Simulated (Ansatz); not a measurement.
A structure relaxed at r2SCAN-D4/def2-TZVP in Ansatz, charge 0, doublet:

Cartesian coordinates in Å:
```
Si 0.008 0.029 -0.010
Si -0.503 -1.937 0.650
Cl 0.496 1.908 -0.640
```

**Question.** Give its formula and point group.

**Answer.** the cluster Si2Cl (the lowest doublet isomer of a short search). Point group C∞v (tolerance 0.1 Å).

**Question.** Summarise the bond lengths by kind (pairs closer than 1.2 times the sum of covalent radii, bridged metal pairs left out).

**Answer.** 1 × Si–Si 2.14 Å; 1 × Cl–Si 2.04 Å.

The relaxation made no stability test and no search for a lower SCF solution. The structure comes from a short search, and lower isomers may exist.
